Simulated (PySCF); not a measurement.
C2H3, SMILES C=[CH], multiplicity 2. The structure is a stationary point at PBE0-D3(BJ)/def2-TZVP. The isomer is the one that the SMILES or the coordinates give; other isomers of the formula were not compared.

Q: Give the equilibrium geometry at PBE0-D3(BJ)/def2-TZVP (PySCF confirms it by a frequency run) as Cartesian coordinates in Å, and its point group. (The exact figures need the calculation; the answer reports its results.)

A: point group Cs.
```xyz
5

C      0.1434     0.7043     0.0000
C     -0.0298    -0.5856     0.0000
H     -0.4608     1.5994     0.0000
H     -1.0274    -1.0310     0.0000
H      0.8063    -1.2809     0.0000
```
Charge 0, spin multiplicity 2.
